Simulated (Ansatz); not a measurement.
**AlCl2 (SMILES [Cl][Al][Cl]): methods side by side**

AlCl2 has 3 atoms, charge 0, and is taken as a doublet. SMILES: `[Cl][Al][Cl]`. The coordinates come from a PBE0-D4/def2-TZVP relaxation.

```xyz
3

Cl    1.3748    0.8683    0.8387
Al   -0.4321    0.5207   -0.1772
Cl   -0.9536   -1.4538   -0.6747
```

Each level gives the vertical energy of the quartet above the doublet (eV). The values are calculated.

```csv
level,kind,program,value (eV),less FCI/STO-3G,CPU time (all runs)
U-revPBE/STO-3G,GGA,Ansatz,7.65,-0.80,12 s
UBHLYP/STO-3G,global hybrid,Ansatz,8.38,-0.07,6 s
U-wB97X/STO-3G,range-separated hybrid,Ansatz,8.55,+0.10,63 s
UHSE06/STO-3G,range-separated hybrid,Ansatz,7.98,-0.47,21 s
UB2PLYP/STO-3G,double hybrid,Ansatz,8.30,-0.15,9.7 s
UBCCD(T)/STO-3G,coupled cluster or CI,Ansatz,8.51,+0.06,1.9 s
UCCSDT(Q)/STO-3G,coupled cluster or CI,Ansatz,8.49,+0.04,4.5 s
UCCSDT/STO-3G,coupled cluster or CI,Ansatz,8.50,+0.05,2.6 s
FCI/STO-3G,exact in the basis,Ansatz,8.45,0.00,3.1 s
```

FCI/STO-3G is exact within its basis and frozen core, so for wave-function methods in that basis the difference is their error; functionals converge differently with the basis, so for them it is only a difference. The values span 7.65 to 8.55 eV. All rows use very small basis sets, so even the best lies far from the true value. CPU times are rough (shared hosts, several kinds of processor): they show what a rung costs within a factor of a few.
